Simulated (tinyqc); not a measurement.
Worked calculation: MP2 on RHF in the sto-6g basis, frozen core, for OH-, spin multiplicity 1. The basis has no diffuse functions, so it cannot describe the extra electron: this is an exercise in the method, not the real anion. One step of it, computed by the program tinyqc.

Problem. Second-order Moller-Plesset energy. E2 = sum_ijab (ia|jb) [2 (ia|jb) - (ib|ja)] / (e_i + e_j - e_a - e_b) over occupied i, j and virtual a, b; the opposite-spin part is (ia|jb)^2 / denominator, the rest is same-spin, and SCS-MP2 scales them by 6/5 and 1/3.

orbital energies (hartree): MO1 -19.833588, MO2 -0.618049, MO3 0.097262, MO4 0.136688, MO5 0.136688, MO6 0.858263

Two-electron integrals over orbitals (pq|rs), unique and non-zero (hartree); the lowest 1 orbital is frozen and left out:
```
p,q,r,s,(pq|rs)
2,2,2,2,0.766756
3,2,2,2,-0.070700
3,2,3,2,0.084967
3,3,2,2,0.493842
3,3,3,2,0.037988
3,3,3,3,0.609954
4,2,4,2,0.166146
4,3,4,2,-0.029416
4,3,4,3,0.019139
4,4,2,2,0.788804
4,4,3,2,-0.079879
4,4,3,3,0.476656
4,4,4,4,0.880663
5,2,5,2,0.166146
5,3,5,2,-0.029416
5,3,5,3,0.019139
5,4,5,4,0.047461
5,5,2,2,0.788804
5,5,3,2,-0.079879
5,5,3,3,0.476656
5,5,4,4,0.785741
5,5,5,5,0.880663
6,2,2,2,0.049241
6,2,3,2,0.066178
6,2,3,3,0.007702
6,2,4,4,0.056159
6,2,5,5,0.056159
6,2,6,2,0.119587
6,3,2,2,0.187180
6,3,3,2,-0.082385
6,3,3,3,-0.058267
6,3,4,4,0.193010
6,3,5,5,0.193010
6,3,6,2,0.005891
6,3,6,3,0.187932
6,4,4,2,0.021980
6,4,4,3,0.017210
6,4,6,4,0.038123
6,5,5,2,0.021980
6,5,5,3,0.017210
6,5,6,5,0.038123
6,6,2,2,0.682210
6,6,3,2,-0.011322
6,6,3,3,0.565801
6,6,4,4,0.675393
6,6,5,5,0.675393
6,6,6,2,0.063847
6,6,6,3,0.104336
6,6,6,6,0.701320
```

Hartree-Fock energy = -74.73871865 hartree

Give: Terms; Pair energies; MP2 correlation energy; SCS-MP2 correlation energy; MP2 total energy.

Solution.

Terms:
```
i,j,a,b,(ia|jb),(ib|ja),denominator,term
3,3,6,6,0.1879,0.1879,-1.5220,-0.0232
2,2,6,6,0.1196,0.1196,-2.9526,-0.0048
5,5,6,6,0.0381,0.0381,-1.4432,-0.0010
4,4,6,6,0.0381,0.0381,-1.4432,-0.0010
2,3,6,6,0.0059,0.0059,-2.2373,-1.55e-05
3,2,6,6,0.0059,0.0059,-2.2373,-1.55e-05
```

Pair energies (hartree; pair i-j sums ij and ji):
```
pair,opposite spin,same spin
2-2,-0.0048,0.0000
3-2,-3.10e-05,0.0000
3-3,-0.0232,0.0000
4-4,-0.0010,0.0000
5-5,-0.0010,0.0000
```

MP2 correlation energy = -0.030094 hartree

SCS-MP2 correlation energy = -0.036113 hartree

MP2 total energy = -74.768813 hartree
